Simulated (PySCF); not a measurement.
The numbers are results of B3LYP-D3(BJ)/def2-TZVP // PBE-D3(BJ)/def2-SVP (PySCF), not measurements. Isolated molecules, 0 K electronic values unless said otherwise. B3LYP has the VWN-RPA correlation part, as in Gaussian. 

Reference species (SMILES): `[OH]` (neutral, multiplicity 2).

```json
{
  "dipole_moment": "1.78 D"
}
```

Changed species: `[NH2]` (free radical NH2; the reference has free radical OH).

Task: Give the shifts of the dipole moment.

Result: the dipole moment rises by 0.18 D, to 1.96 D.
